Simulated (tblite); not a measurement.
C₃H₃NO.
Atom-mapped SMILES: `[NH2:1][C:2]#[C:3][CH:4]=[O:5]` (hydrogens: H6, H7 on N1; H8 on C4)

Structure optimised with GFN2-xTB, isolated species.

Question: What internal coordinates does the optimisation give?

Answer: 
```tsv
bond	length (Å)	order
N1–C2	1.316	single
C2≡C3	1.213	triple
C3–C4	1.407	single
C4=O5	1.209	double
N1–H6, N1–H7	1.008	single
C4–H8	1.111	single
```

Bonds in one row agree within 0.01 Å and their mean is given. Orders are formal, as drawn. A selection of angles:
```tsv
angle	degrees
C2–N1–H6	118.0
H6–N1–H7	116.9
N1–C2–C3	176.6
C2–C3–C4	178.3
C3–C4–O5	126.3
C3–C4–H8	112.2
O5–C4–H8	121.4
```

The 5 heavy atoms lie in one plane (0.015 Å rms). N1 (nitrogen bonded to C and 2 H) has angles 118.5°, 118.0° and 116.9°, sum 353.4°, 0.16 Å off the plane of its three neighbours. The C–C distances run from 1.213 Å (C2≡C3, drawn triple) to 1.407 Å (C3–C4, drawn single), a spread of 0.194 Å.

Point group: near Cs, missed by 0.21 Å at most; the miss may be what the optimiser left on a soft mode. Its GFN2-xTB frequencies are all real (lowest 128 cm⁻¹).

The run took 0.14 s on Intel Xeon 6975P-C, one thread, no GPU, shared host with 192 logical CPUs at a one-minute load of 87. This is the geometry optimisation.

All values are computed, not measured.
